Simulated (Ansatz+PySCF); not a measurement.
Values are calculated unless marked as measured or tabulated.
This PySCF input gave a total energy of -100.20557 hartree.

```python
from pyscf import gto, scf, cc

mol = gto.M(atom="""
F 0.000000 0.000000 0.000000
H 0.875230 0.000000 0.734400
H -0.875230 0.000000 0.734400
""", basis='6-31g', charge=0, spin=3)
mf = scf.UHF(mol)
mf.kernel()
mycc = cc.CCSD(mf, frozen=1).run()
et = mycc.ccsd_t()
print(mf.e_tot, mycc.e_corr, et, mycc.e_tot + et)
```

Task: Write an input for Ansatz with the same method and basis set.

Result:

```yaml
crystal:
  periodic: [false, false, false]
  atoms:
    - { symbol: F, position_ang: [0.0, 0.0, 0.0] }
    - { symbol: H, position_ang: [0.87523, 0.0, 0.7344] }
    - { symbol: H, position_ang: [-0.87523, 0.0, 0.7344] }
basis:
  gaussian: { orbitals: "6-31G" }
magnetization:
  spin_polarized: true
  initial_magnetization: 3
hamiltonian:
  xc: hf
correlation:
  method: ccsd_t
  frozen_orbitals: { F: 1, H: 0 }
scf:
  omitted_lower_state_checks: [stability, starts, atomic_configurations, cluster_reference, orbital_swaps, given_window_search, neighbouring_geometries, increment]
```

Ansatz (development build ahead of 0.2.0) gave -100.20557 hartree, 0.05 meV from the first.
